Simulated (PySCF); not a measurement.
Published values to compare with (the computed states carry no symmetry labels, so the two lists aren't matched line by line):

| state | E (eV) | f | kind of transition | source |
| --- | --- | --- | --- | --- |
| 3A2(n→π*) | 7.06 |  | vertical absorption | [1] |
| 1A2(n→π*) | 7.29 |  | vertical absorption | [2] |
| 1A2(n→π*) | 7.31 |  | vertical absorption | [1] |

[1] computed, theoretical best estimate (aug-cc-pVTZ, frozen core, CC3 geometry), gas; Veril, Scemama, Caffarel, Lipparini, Boggio-Pasqua, Jacquemin, Loos, WIREs Comput. Mol. Sci. 2021, 11, e1517 (QUESTDB)
[2] computed, theoretical best estimate (aug-cc-pVTZ), revised with CC4, gas; Loos, Lipparini, Matthews, Blondel, Jacquemin, revising reference values with EOM-CC4 (2022), arXiv:2204.11658

Carbonyl fluoride, CF2O.
SMILES: `O=C(F)F`

Method: PySCF, TDDFT CAM-B3LYP/aug-cc-pVTZ, vertical, gas phase, core orbitals frozen in the response. Geometry: PBE0-D3(BJ)/def2-TZVP; no solvent, vibrations or thermal averaging.

Computed singlets: 7.18 eV (f 0.000); 8.99 eV (f 0.033); 10.08 eV (f 0.009); 10.11 eV (f 0.149); 10.62 eV (f 0.000); 10.67 eV (f 0.000); 10.77 eV (f 0.007); 10.91 eV (f 0.008); 11.01 eV (f 0.030); 11.65 eV (f 0.001). Computed triplets (Tamm–Dancoff): 6.67, 7.20, 8.74, 9.78 eV.

Problem. How does the lowest computed triplet compare with the best estimate listed for the lowest triplet (vertical absorption)?

Solution. 6.67 eV against 7.06 eV for 3A2(n→π*) [1]: a difference of -0.39 eV. Geometry and basis of the two calculations needn't be the same.

Note on [2]: revises the 2021 QUESTDB value.
